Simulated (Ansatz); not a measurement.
We consider Sr2ScSbO6 (P2₁/c, No. 14; cell taken from a computed entry), described by PBEsol (Ansatz, an electronic-structure program, plane waves, PAW).

Settings: plane-wave cutoff 520 eV, 8×6×4 k mesh (along the axes of the cell as run), Fermi–Dirac smearing 0.01 eV, scalar-relativistic PAW data made under PBE.

Cell (relaxed with PBEsol):

```
CELL_PARAMETERS angstrom
      5.67768     0.00000    -0.00032
      0.00000     5.67775     0.00000
     -5.66825     0.00000     8.01468
ATOMIC_POSITIONS crystal
  Sr 0.75509 0.47806 0.25019
  Sr 0.24491 0.52194 0.74981
  Sr 0.24491 0.97806 0.24981
  Sr 0.75509 0.02194 0.75019
  Sc 0.50000 0.50000 0.50000
  Sc 0.50000 0.00000 0.00000
  Sb 0.00000 0.00000 0.50000
  Sb 0.00000 0.50000 0.00000
  O  0.23810 0.21817 0.46756
  O  0.76190 0.78183 0.53244
  O  0.76190 0.71817 0.03244
  O  0.23810 0.28183 0.96756
  O  0.81590 0.22826 0.03272
  O  0.18410 0.77174 0.96728
  O  0.18410 0.72826 0.46728
  O  0.81590 0.27174 0.53272
  O  0.69388 0.01028 0.25576
  O  0.30612 0.98972 0.74424
  O  0.30612 0.51028 0.24424
  O  0.69388 0.48972 0.75576
```

Question: Predict the band gap and smallest direct gap on the k points sampled.

Answer: 
- band gap: 3.80 eV
- smallest direct gap on the k points sampled: 3.84 eV

Spin–orbit coupling is not included.

It cost very roughly 5 core-minutes of CPU time.
